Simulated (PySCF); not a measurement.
Computed with B3LYP-D3(BJ)/def2-TZVP // PBE0-D4/def2-TZVP (PySCF). Isolated molecules, 0 K electronic values unless said otherwise. One relaxed conformer stands for a flexible species; it need not be the lowest. B3LYP has the VWN-RPA correlation part, as in Gaussian. 

Reference species (SMILES): `S[C](N)S` (neutral, multiplicity 2).

| Item | Result |
|---|---|
| highest occupied spin orbital | -4.35 eV |

Changed species: `[NH2]` (radical fragment; the reference has radical fragment).

Task: Give the shifts of the highest occupied spin orbital.

Result: the highest occupied spin orbital decreases by 4.09 eV, to -8.44 eV.
